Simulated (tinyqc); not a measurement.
Worked calculation: MP2 on RHF in the sto-6g basis, frozen core, for HF, spin multiplicity 1. One step of it, computed by the program tinyqc.

Task: Second-order Moller-Plesset energy. E2 = sum_ijab (ia|jb) [2 (ia|jb) - (ib|ja)] / (e_i + e_j - e_a - e_b) over occupied i, j and virtual a, b; the opposite-spin part is (ia|jb)^2 / denominator, the rest is same-spin, and SCS-MP2 scales them by 6/5 and 1/3.

orbital energies (hartree): [-26.260079, -1.433934, -0.509114, -0.471625, -0.471625, 0.386836]

Two-electron integrals over orbitals (pq|rs), unique and non-zero (hartree); the lowest 1 orbital is frozen and left out:
```
(22|22) 0.873428    (32|22) -0.043810   (32|32) 0.139565    (33|22) 0.706210
(33|32) -0.019260   (33|33) 0.691895    (42|42) 0.188675    (43|42) -0.029905
(43|43) 0.037111    (44|22) 0.895322    (44|32) -0.068320   (44|33) 0.692797
(44|44) 0.998085    (52|52) 0.188675    (53|52) -0.029905   (53|53) 0.037111
(54|54) 0.053789    (55|22) 0.895322    (55|32) -0.068320   (55|33) 0.692797
(55|44) 0.890506    (55|55) 0.998085    (62|22) -0.093734   (62|32) -0.072781
(62|33) -0.024930   (62|44) -0.091899   (62|55) -0.091899   (62|62) 0.091429
(63|22) -0.227175   (63|32) 0.083194    (63|33) -0.099143   (63|44) -0.238005
(63|55) -0.238005   (63|62) 0.040306    (63|63) 0.222814    (64|42) -0.030541
(64|43) -0.021372   (64|64) 0.029126    (65|52) -0.030541   (65|53) -0.021372
(65|65) 0.029126    (66|22) 0.645634    (66|32) 0.050458    (66|33) 0.654245
(66|44) 0.627486    (66|55) 0.627486    (66|62) -0.056542   (66|63) -0.021662
(66|66) 0.684632
```

Hartree-Fock energy = -99.45636331 hartree

Give: Terms; Pair energies; MP2 correlation energy; SCS-MP2 correlation energy; MP2 total energy.

Result:

Terms:
```
i  j  a  b  (ia|jb)  (ib|ja)  denominator       term
3  3  6  6   0.2228   0.2228      -1.7919    -0.0277
2  2  6  6   0.0914   0.0914      -3.6415    -0.0023
2  3  6  6   0.0403   0.0403      -2.7167    -0.0006
3  2  6  6   0.0403   0.0403      -2.7167    -0.0006
4  4  6  6   0.0291   0.0291      -1.7169  -4.94e-04
5  5  6  6   0.0291   0.0291      -1.7169  -4.94e-04
```

Pair energies (hartree; pair i-j sums ij and ji):
```
pair  opposite spin  same spin
2-2         -0.0023     0.0000
3-2         -0.0012     0.0000
3-3         -0.0277     0.0000
4-4       -4.94e-04     0.0000
5-5       -4.94e-04     0.0000
```

MP2 correlation energy = -0.032186 hartree

SCS-MP2 correlation energy = -0.038623 hartree

MP2 total energy = -99.488549 hartree
